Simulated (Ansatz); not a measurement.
Reaction (SMILES): N#N (N2) + 3 [H][H] (H2) → 2 N (NH3)
B3LYP-D3(BJ)/def2-TZVP geometries, fixed; electronic energies without zero-point terms.

Basis-set convergence of the energy of full hydrogenation at PBE0 with Ansatz (a quantum-chemistry and plane-wave program). Cartesian d functions, on some or all atoms, in 6-31G*, 6-31+G*; all else is spherical. The program fits the integrals of some runs and decomposes those of others, by size. No added dispersion term, no relativity. Functions are those of the species that has most. Reference: the value in pcseg-4, -51.47 kcal/mol, itself unsure by roughly 0.08 kcal/mol (its mean distance from aug-pcseg-3, aug-cc-pVQZ, cc-pV5Z). Deviations are taken from unrounded values.

```tsv
basis	functions	energy of full hydrogenation (kcal/mol)
cc-pVDZ	29	-44.09
aug-cc-pVDZ	50	-56.59
def2-SVP	29	-47.26
def2-SVPD	44	-60.68
pcseg-1	29	-45.89
aug-pcseg-1	50	-53.13
6-31G*	30	-39.40
6-31+G*	38	-46.17
6-311G**	36	-46.43
6-311+G**	44	-51.80
def2-TZVP	62	-47.21
def2-TZVPD	74	-49.24
cc-pVTZ	72	-48.42
aug-cc-pVTZ	115	-51.87
pcseg-2	72	-51.45
aug-pcseg-2	115	-52.21
def2-TZVPP	73	-50.02
def2-TZVPPD	88	-51.57
cc-pVQZ	145	-50.24
aug-cc-pVQZ	218	-51.57
def2-QZVPP	147	-51.28
def2-QZVPPD	162	-51.38
pcseg-3	159	-51.62
aug-pcseg-3	232	-51.49
```

What the diffuse functions change, pair by pair:
- cc-pVDZ to aug-cc-pVDZ: 21 more functions, deviation 7.38 to -5.12 kcal/mol
- def2-SVP to def2-SVPD: 15 more functions, deviation 4.21 to -9.21 kcal/mol
- pcseg-1 to aug-pcseg-1: 21 more functions, deviation 5.58 to -1.66 kcal/mol
- 6-31G* to 6-31+G*: 8 more functions, deviation 12.07 to 5.31 kcal/mol
- 6-311G** to 6-311+G**: 8 more functions, deviation 5.04 to -0.33 kcal/mol
- def2-TZVP to def2-TZVPD: 12 more functions, deviation 4.26 to 2.23 kcal/mol
- cc-pVTZ to aug-cc-pVTZ: 43 more functions, deviation 3.05 to -0.40 kcal/mol
- pcseg-2 to aug-pcseg-2: 43 more functions, deviation 0.02 to -0.73 kcal/mol
- def2-TZVPP to def2-TZVPPD: 15 more functions, deviation 1.45 to -0.09 kcal/mol
- cc-pVQZ to aug-cc-pVQZ: 73 more functions, deviation 1.23 to -0.10 kcal/mol
- def2-QZVPP to def2-QZVPPD: 15 more functions, deviation 0.20 to 0.09 kcal/mol
- pcseg-3 to aug-pcseg-3: 73 more functions, deviation -0.14 to -0.02 kcal/mol

They bring the value nearer the reference by more than 0.08 kcal/mol in 10 of 12 pairs.
